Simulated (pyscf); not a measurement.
Structures and frequencies: ωB97X-D3(BJ)/def2-SVP in PySCF.

Q: Estimate by transition-state theory the rate constant of methane (CH₄) + F–Al(F)–Cl -> H₃C–Al(F)–F + hydrogen chloride (HCl) (singlet surface; C–H, Al–Cl broken, Al–C, Cl–H formed) at 1200 K, with ωB97M-D3(BJ)/def2-TZVP energies (ideal gas, 1 atm, RRHO with modes under 100 cm⁻¹ raised to 100, one conformer, R ln 2 for rigid chiral ones; no tunnelling).

A: The electronic barrier is 39.1 kcal/mol and the thermal terms add +32.4, so ΔG‡ = 71.5 kcal/mol. With k_BT/h = 2.50e+13 s⁻¹ and RT = 2.385 kcal/mol, and a volume of 1.64e-19 cm³ per molecule at 1 atm, k = 3.9e-19 cm³ molecule⁻¹ s⁻¹. Wigner's tunnelling factor for 877i cm⁻¹ would be 1.05. A shift of 1 kcal/mol in the barrier changes k by a factor 1.5. On the reactant side the descent ends in a complex (not fully relaxed), 6.7 kcal/mol under the separated species and 44.5 kcal/mol under the saddle at ωB97X-D3(BJ)/def2-TZVP. On the product side the descent ends in an adduct with a Al–Cl contact, 9.5 kcal/mol under the separated species and 11.1 kcal/mol under the saddle at ωB97X-D3(BJ)/def2-TZVP. What is counted as broken (Al–Cl) persists as a longer contact in the product adduct; parting that adduct is a step of its own. This is the saddle that the search found; another between the same sides may lie lower.
